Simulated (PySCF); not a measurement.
Species: CH8BP.
SMILES: `C[BH2-][PH3+]`

The closed-shell ground state was solved at several levels (PySCF, density fitting, gas phase, non-relativistic). Geometry: PBE0-D3(BJ)/def2-SVP; no solvent, vibrations or thermal averaging.

```tsv
level	basis functions	HOMO (eV)	LUMO (eV)	gap (eV)	dipole (D)
PBE0/pcSseg-1	98	-8.02	0.37	8.39	4.00
B3LYP/def2-SVPD	128	-7.86	-0.18	7.68	3.77
```

Q: Estimate the row for B97-2/pcSseg-2, a basis of 227 functions; the other rows only guide the guess.

A: HOMO -7.82 eV, LUMO 0.05 eV, gap 7.87 eV, dipole 3.78 D.

Q: Over all these levels, which gives the widest orbital gap and which the narrowest?

A: PBE0/pcSseg-1 (global hybrid, 25 % exact exchange) has the widest, 8.39 eV, and B3LYP/def2-SVPD (global hybrid, 20 % exact exchange) the narrowest, 7.68 eV. Functional and basis both differ between the two, so the spread mixes both effects.

Q: How far do the dipole and the HOMO energy spread over the levels?

A: The dipole runs from 3.77 to 4.00 D (mean 3.85 D) and the HOMO from -8.02 to -7.82 eV.
